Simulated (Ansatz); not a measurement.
# BH2F (SMILES BF) at HF/cc-pVTZ

What is the vertical ionisation energy of BH2F at HF/cc-pVTZ? 

The results are computed with Ansatz 0.2.0.

48 further runs of the same task are left out: 48 set aside as unsound or not needed.

### Step 1. Starting point

BH2F has 4 atoms, charge 0, and is taken as a singlet. As SMILES, `BF`. The shape is that of a PBE0-D4/def2-TZVP optimisation.

Bond lengths: B1–F2 1.317 Å, B1–H3 1.197 Å, B1–H4 1.198 Å. Angles: F2–B1–H3 117.8°, F2–B1–H4 117.8°, H3–B1–H4 124.4°.

### Step 2. A single-point energy at HF/cc-pVTZ

Input file in.yaml:

```yaml
crystal:
  periodic: [false, false, false]
  atoms:
    - symbol: B
      position_ang: [-0.027300, -0.004000, -0.030800]
    - symbol: F
      position_ang: [1.061200, -0.296700, 0.649900]
    - symbol: H
      position_ang: [-1.012500, -0.649100, 0.186200]
    - symbol: H
      position_ang: [0.034200, 0.889600, -0.825600]
basis:
  gaussian: {orbitals: cc-pVTZ}
hamiltonian: {xc: hf}
accuracy: high
output: {orbitals: {seedname: orbitals}}
```

Launch:

```bash
$ ansatz run in.yaml --threads 1 --pin off --max-ram 3480MiB --events-out events.jsonl --progress --plain --runs-dir runs
```

The log of the run:

```text
Warning: RAYON_NUM_THREADS=1 ignored (pool sized by the plan → 1); use --threads N
Functional definition: HF
  name "HF"
  exchange = exact_x
  correlation = 0
1444 factors; integrals over basis functions are off by at most 3.0e-9 eV
mean field evaluation 1: about -3410.5000 eV, gradient 2.3e1 eV
mean field evaluation 2: about -3410.5020 eV, gradient 2.3e1 eV
mean field evaluation 4: about -3411.5721 eV, gradient 1.9e0 eV
mean field evaluation 8: about -3411.5847 eV, gradient 1.7e-4 eV
mean field -3411.58471503 eV, -125.3734258221 hartree, gradient 1.5e-8 eV, S^2 0.000000; 0 other end points of the search recorded, 0 dependent functions left out
reference -3411.58471503 eV, -125.3734258221 hartree; 8, 8 occupied and 80, 80 virtual orbitals, 1444 factors
Total energy: -3411.58471503 eV, -125.3734258221 hartree
```

Wall time 1.2 s (1 thread of Arm Neoverse V1, shared host); peak memory 0.15 GiB.

### Step 3. The doublet cation

Input file run.yaml:

```yaml
crystal:
  periodic: [false, false, false]
  atoms:
    - symbol: B
      position_ang: [-0.027300, -0.004000, -0.030800]
    - symbol: F
      position_ang: [1.061200, -0.296700, 0.649900]
    - symbol: H
      position_ang: [-1.012500, -0.649100, 0.186200]
    - symbol: H
      position_ang: [0.034200, 0.889600, -0.825600]
basis:
  gaussian:
    orbitals: cc-pVTZ
total_charge: 1
magnetization:
  spin_polarized: true
  initial_magnetization: 1
hamiltonian:
  xc: hf
accuracy: high
output: {orbitals: {seedname: orbitals}}
```

Launch:

```bash
$ ansatz run run.yaml --threads 1 --pin off --max-ram 3480MiB --events-out events.jsonl --progress --plain --runs-dir runs
```

The log of the run:

```text
Warning: RAYON_NUM_THREADS=1 ignored (pool sized by the plan → 1); use --threads N
[... 4 set-up lines as earlier in the session ...]
1444 factors; integrals over basis functions are off by at most 3.0e-9 eV
mean field evaluation 1: about -3392.5793 eV, gradient 4.6e1 eV
mean field evaluation 2: about -3392.5798 eV, gradient 4.6e1 eV
mean field evaluation 4: about -3399.2028 eV, gradient 2.9e0 eV
mean field evaluation 8: about -3399.2791 eV, gradient 1.9e-3 eV
mean field evaluation 16: about -3396.7867 eV, gradient 7.4e-1 eV
mean field evaluation 32: about -3399.2777 eV, gradient 3.0e-1 eV
mean field -3399.27911242 eV, -124.9212032671 hartree, gradient 4.2e-8 eV, S^2 0.781540; 0 other end points of the search recorded, 0 dependent functions left out
reference -3399.27911242 eV, -124.9212032671 hartree; 8, 7 occupied and 80, 81 virtual orbitals, 1444 factors
Total energy: -3399.27911242 eV, -124.9212032671 hartree
```

Run time: 1.9 s. Hardware: 1 thread of Arm Neoverse V1, shared host; peak memory 0.17 GiB.

### Step 4. Outcome

At HF/cc-pVTZ:

```
                                          quantity          value
                        singlet BH2F: total energy  -125.37343 Eh
                         singlet BH2F: HOMO energy      -13.26 eV
                         singlet BH2F: LUMO energy        2.38 eV
                       singlet BH2F: HOMO–LUMO gap       15.63 eV
                      doublet cation: total energy  -124.92120 Eh
doublet cation: HOMO energy (highest over α and β)      -24.70 eV
 doublet cation: LUMO energy (lowest over α and β)      -11.41 eV
                              doublet cation: ⟨S²⟩          0.782
vertical ionisation energy (to the doublet cation)      12.306 eV
```

In words: Removing an electron at fixed nuclei costs 12.31 eV (284 kcal/mol). The negative HOMO energy of the first species, 13.26 eV, lies 0.95 eV above that difference.
